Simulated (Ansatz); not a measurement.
# How far each method lies from RCCSDTQ for AsH2⁻, singlet

Geometry: a PBE0/def2-TZVPD stationary point for this spin, not checked as a minimum.

```xyz
3

As    0.0000   -0.0283    0.0000
H     0.0000    1.0529   -1.0973
H     0.0000    1.0529    1.0972
```

Basis aug-cc-pVDZ; Ansatz 0.2.0. Only valence electrons are correlated (noble-gas cores and the filled d shells of p-block atoms frozen), which leaves 8 electrons in 40 orbitals. Prefix R: restricted or restricted open-shell reference. Active spaces: valence = (8e, 6o) chosen from the atoms' valence shells. No spin–orbit coupling is included, and no scalar relativity.

Full CI isn't at hand for all of this; RCCSDTQ serves as the reference, and is uncertain by about the last step of the cluster series.

```
UHF ⟨S²⟩                          : 0.000
T1 diagnostic (RCCSD)             : 0.0129
largest doubles amplitude (RCCSD) : 0.055
```

```
   level  E − E(RHF) (eV)
    RMP2          -3.6918
   RCCSD          -4.3288
RCCSD(T)          -4.4769
```

(1) Estimate how far RCCSDTQ in aug-cc-pVDZ lies from RCCSD(T). The table doesn't fix it; the size of (T) and the diagnostics are the guide.

(1) RCCSDTQ in aug-cc-pVDZ lies 2.8 kJ/mol below RCCSD(T), which is 19 % of the (T) step (-14.3 kJ/mol). The diagnostics are small and one determinant leads, so the series closes fast and only a small part of (T) is left.

The other levels:

```tsv
level	E − E(RCCSDTQ) (kJ/mol)	share of correlation (%)	wall time
CISD	41.6	90.44	0.97 s
BCCD(T)	2.8	99.36	0.91 s
RCCSDT	0.9	99.80	–
RCCSDT(Q)	0.1	99.99	5.5 s
CASSCF (valence space)	347.4	20.10	–
NEVPT2 (valence space)	94.8	78.20	1.7 s
MRCISD (valence space)	27.8	93.61	–
MRCISD+Q (valence space)	2.4	99.45	2.2 s
MRCISD+Q(relaxed) (valence space)	0.8	99.83	2.1 s
```

The correlation energy at RCCSDTQ, counted from RHF, is -4.506 eV. That run took 9.5 s on 2 threads of AMD EPYC 7R13 with a shared H100 80 GB, shared host.

Times hold each run's SCF and search for its determinant on a shared host, so for small cases they say little of a method's own cost; they ran on 1 thread of AMD EPYC 7R13.

Natural occupations of CASSCF (valence space) about the gap: 1.999 1.997 1.974 1.969 0.034 0.027; effectively unpaired electrons, Σ n²(2−n)², 0.01.
